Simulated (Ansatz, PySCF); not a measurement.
This PySCF input computes a SVWN5/def2-TZVPD energy:

```python
from pyscf import gto, scf, dft

mol = gto.M(
    atom='''
    C    -0.00155029    1.50196649   -0.45166829
    S    -0.01239716    0.12323346    0.57976964
    C     0.01896339   -1.47872388   -0.43190787
    H     0.91934809    1.64260953   -1.02669247
    H    -0.90073509    1.62984334   -1.06289763
    H     0.01148869   -2.34173312    0.24815888
    H    -0.85846291   -1.52720035   -1.08442388
    H     0.92223725   -1.51471040   -1.04900214
    ''',
    basis='def2-tzvpd',
    charge=-1,
    spin=0,
    verbose=4,
)

mf = dft.RKS(mol, xc='svwn').density_fit(auxbasis='def2-universal-jkfit')
mf.grids.level = 3
mf.conv_tol = 1e-9
mf.max_cycle = 100
mf.max_memory = 1500
mf.kernel()
if not mf.converged:
    mf = mf.newton()
    mf.kernel(mf.make_rdm1())
mf.analyze()
```

Write an input for the same energy in Ansatz (an electronic-structure program) and say what it gives.


Ansatz 0.2 input:
```yaml
crystal:
  periodic: [false, false, false]
  atoms:
    - {symbol: C, position_ang: [-0.00155029, 1.50196649, -0.45166829]}
    - {symbol: S, position_ang: [-0.01239716, 0.12323346, 0.57976964]}
    - {symbol: C, position_ang: [0.01896339, -1.47872388, -0.43190787]}
    - {symbol: H, position_ang: [0.91934809, 1.64260953, -1.02669247]}
    - {symbol: H, position_ang: [-0.90073509, 1.62984334, -1.06289763]}
    - {symbol: H, position_ang: [0.01148869, -2.34173312, 0.24815888]}
    - {symbol: H, position_ang: [-0.85846291, -1.52720035, -1.08442388]}
    - {symbol: H, position_ang: [0.92223725, -1.51471040, -1.04900214]}
basis:
  gaussian:
    orbitals: def2-TZVPD
hamiltonian:
  xc: {name: SVWN5}
total_charge: -1
output: {forces: true}
```
It gives -475.29600 Eh, and PySCF -475.29607 Eh, a difference of 0.07 mEh, from the treatment of integrals and grids.

It need not be the lowest isomer of its formula. Whether it binds its extra electron was not tested at this geometry.
